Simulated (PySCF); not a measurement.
# A thermochemical cycle for SiP

CCSD(T) in PySCF with def2-TZVPPD on every atom, for the lowest determinant that a PBE0 search found; no spin–orbit coupling. SiP, a doublet (π ↑), has De = 3.43 eV to neutral atoms, and SiP⁺, a triplet (π ↑↑), has De = 2.73 eV to Si⁺ + P.

The adiabatic ionisation energy of SiP, between the minima, is 8.80 eV.

Question: Which ionisation energy of the Si atom does this level give?

Answer: IE(Si) = IE(molecule) + De(ion) − De(neutral) = 8.80 + 2.73 − 3.43 = 8.10 eV; the measured value is 8.152 eV (NIST ASD).

Correlated steps freeze 10 core orbitals. UHF and ROHF references stand side by side, which adds small steps between rows. For an ion De counts to the pair picked by the measured ionisation energies or electron affinities, which need not be the lowest pair at this level. States were picked by a PBE0 search and need not be the measured ground states.
